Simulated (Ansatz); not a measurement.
Input for Ansatz (development build ahead of 0.2.0):

```yaml
crystal:
  periodic: [false, false, false]
  atoms:
    - { symbol: Na, position_ang: [0.0, 0.0, 0.0] }
    - { symbol: Si, position_ang: [1.64698, 2.19598, 4.75443] }
basis:
  gaussian: { orbitals: STO-3G }
magnetization:
  initial_magnetization: 1
hamiltonian:
  xc: hf
correlation:
  method: fci
  frozen_orbitals: { Na: 1, Si: 5 }
```

The input is written out in the form of the current development build from the run's settings.

The run gave:

| Quantity | Value |
| --- | --- |
| Converged | yes |
| Total energy | -445.19086 hartree |
| State | lowest doublet root, of any spatial symmetry |
